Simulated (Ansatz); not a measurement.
A nudged elastic band was laid between two geometries of CH2OS (5 atoms, charge 0, multiplicity 1).

Theory: Ansatz 0.2.0, RKS r2SCAN-D4/def2-SVPD.

```
movable images  : 5
climbing image  : yes
spring          : 2.0 to 10.0 eV/Å², energy-weighted
optimiser       : quadratic models (default)
start path      : through a guess of the saddle point
force threshold : 0.03 eV/Å
iteration limit : 60
end points      : relaxed
```

Initial state:

```xyz
5
Properties=species:S:1:pos:R:3
H -0.527 -1.639 -0.344
S 0.592 -0.945 -0.659
C 0.066 0.548 0.171
H 0.840 1.344 0.073
O -0.971 0.692 0.759
```

Final state:

```xyz
5
Properties=species:S:1:pos:R:3
H -1.155 -0.877 0.264
S 1.188 -0.764 -0.897
C 0.285 0.285 -0.040
H 0.593 1.316 0.189
O -0.911 0.041 0.484
```

Task: What changes between the two ends?

Result: Bonds broken: H1–S2. Bonds formed: H1–O5.

Task: Give the energies along the band, and the barrier.

Result: The forces met the threshold. The highest image is number 3 of 0 to 6, 1.30 eV above the first end and 1.21 eV above the last; the last end lies 0.09 eV above the first. Another band between the same ends (5 images) ends at a top of the same energy, where a vibrational analysis finds 1 clearly imaginary mode. The orbitals stay closed-shell, which can raise the energy where a bond breaks towards radicals; this wasn't checked here.

```json
{"image": "0", "path coordinate (Å)": "0.00", "energy (eV)": "0.00", "H1–S2 (Å)": "1.35", "H1–O5 (Å)": "2.62"}
{"image": "1", "path coordinate (Å)": "0.51", "energy (eV)": "0.41", "H1–S2 (Å)": "1.38", "H1–O5 (Å)": "1.95"}
{"image": "2", "path coordinate (Å)": "0.77", "energy (eV)": "1.00", "H1–S2 (Å)": "1.49", "H1–O5 (Å)": "1.62"}
{"image": "3", "path coordinate (Å)": "0.98", "energy (eV)": "1.30", "H1–S2 (Å)": "1.66", "H1–O5 (Å)": "1.37"}
{"image": "4", "path coordinate (Å)": "1.16", "energy (eV)": "1.04", "H1–S2 (Å)": "1.84", "H1–O5 (Å)": "1.17"}
{"image": "5", "path coordinate (Å)": "1.38", "energy (eV)": "0.47", "H1–S2 (Å)": "2.10", "H1–O5 (Å)": "1.02"}
{"image": "6", "path coordinate (Å)": "1.78", "energy (eV)": "0.09", "H1–S2 (Å)": "2.62", "H1–O5 (Å)": "0.98"}
```

Task: What is the geometry of the highest image?

Result: 
```xyz
5
Properties=species:S:1:pos:R:3
H -0.719 -1.008 -0.011
S 0.768 -0.968 -0.755
C 0.190 0.399 0.053
H 0.711 1.365 0.148
O -0.950 0.212 0.565
```

Time of the run: 40 s on 2 threads of Intel(R) Xeon(R) 6975P-C (Granite Rapids), with other jobs on the host, peak memory 0.16 GiB.
